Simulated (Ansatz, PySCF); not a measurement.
System: t-butyl radical, C₄H₉, net charge 0, doublet state. It need not be the lowest isomer of its formula. 
Structure (B3LYP-D3(BJ)/def2-TZVP (Ansatz, a quantum-chemistry and plane-wave program) minimum search):
```
C
C 1 1.4897
H 2 1.0928 1 111.77
H 2 1.0928 3 108.37 1 -123.60
H 2 1.1035 3 106.48 4 -114.20
C 1 1.4897 2 118.69 3 -162.14
H 6 1.0928 1 111.77 2 162.14
H 6 1.0928 7 108.37 1 123.60
H 6 1.1035 7 106.48 8 114.20
C 1 1.4897 2 118.69 3 40.48
H 10 1.0928 1 111.77 2 -40.48
H 10 1.0928 11 108.37 1 123.60
H 10 1.1035 11 106.48 12 114.20
```
Charge 0, spin multiplicity 2.

Property: vertical ionisation energy (to the singlet state of charge +1; each state is the SCF solution reached for its spin; the molecule has degenerate orbitals, so one determinant may break the symmetry), in eV. Cores are frozen in the correlated levels unless marked. Open shells are spin-unrestricted. Spin-orbit coupling is left out. Non-relativistic. 

```
level                 program  vertical ionisation energy (eV)
--------------------  -------  -------------------------------
SVWN5/def2-TZVPD       Ansatz                             6.96
PBE/def2-TZVPD         Ansatz                             7.00
CAM-B3LYP/def2-TZVPD   Ansatz                             7.18
wB97M-V/def2-TZVPD     Ansatz                             7.00
SCS-MP2/aug-cc-pVDZ    Ansatz                             7.01
CCSD/aug-cc-pVDZ       Ansatz                             7.10
```

For comparison, minus the highest occupied orbital energy (PySCF): 6.03 eV at M06-2X/def2-TZVPD, 3.60 eV at BLYP/def2-TZVPD, 4.42 eV at TPSSh/def2-TZVPD.
